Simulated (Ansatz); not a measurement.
Reactions of C$_{2}$H$_{5}$NO, SMILES `CNC=O`.

Computed with Ansatz on PBE0-D4/def2-TZVP structures; ΔE is electronic, products minus reactants. CCSD(T)/CBS adds triple-zeta CCSD(T) − MP2 to the extrapolated MP2 energy (def2 sets, frozen cores). This one scheme is used for every species. Each species was taken in one conformer, which may not be the lowest.

Task: Order these by ΔE at CCSD(T)/CBS, lowest first. (Estimate.)
A. `CNC=O` + `FC(F)Cl` → `CC(F)(F)Cl` + `NC=O`
B. `CNC=O` + `S=CS` → `O=CSC=S` + CH₃NH₂
C. `CNC=O` + `SS` → `O=CSS` + CH₃NH₂

Result: A (-52.0 kJ/mol), C (+47.0 kJ/mol), B (+57.9 kJ/mol).

Largest T1 diagnostic: 0.019, for `O=CSC=S`.
